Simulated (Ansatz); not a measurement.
Diborane mono Me (CH8B2), relaxed as a singlet with RKS r2SCAN-D4/def2-TZVP in Ansatz, starting from the GFN2-xTB geometry. Force threshold 0.02 eV/Å.

Start:

```xyz
11

B    -0.401    0.136   -0.423
C    -1.070   -0.600    0.827
H    -1.102    0.448   -1.315
H     0.357    1.167   -0.052
B     1.378    0.497   -0.504
H     1.840    1.038   -1.439
H     2.101    0.195    0.371
H     0.660   -0.523   -0.882
H    -1.552   -1.529    0.528
H    -1.850    0.014    1.276
H    -0.360   -0.844    1.614
```

Q: Estimate the energy that the relaxation releases and the steps that it takes.

A: 1.7 kcal/mol, in 4 steps; 5.5 s on 4 threads of Arm Neoverse V1 on a shared host. No frequencies were taken in this run, so the end may be a saddle point.

Q: Does the start keep its bonding and symmetry?

A: By distances, no bond broke or formed. The bond that changes most is B1–B5, from 1.82 to 1.77 Å (atoms count from 1). Point group Cs at the start, Cs at the end, both within 0.05 Å.

Q: Predict the relaxed structure.

A: 
```xyz
11

B    -0.3917    0.1288   -0.4073
C    -1.0359   -0.5940    0.8289
H    -1.0489    0.4693   -1.3457
H     0.3447    1.1873   -0.0449
B     1.3402    0.4864   -0.4959
H     1.7774    1.0362   -1.4568
H     2.0313    0.1629    0.4204
H     0.6587   -0.5448   -0.8935
H    -1.5317   -1.5172    0.5116
H    -1.8216    0.0302    1.2664
H    -0.3224   -0.8451    1.6167
```
Bond lengths: 1 × B–C 1.57 Å; 1 × B–B 1.77 Å; 7 × B–H 1.19 to 1.34 Å; 3 × C–H 1.09 Å.
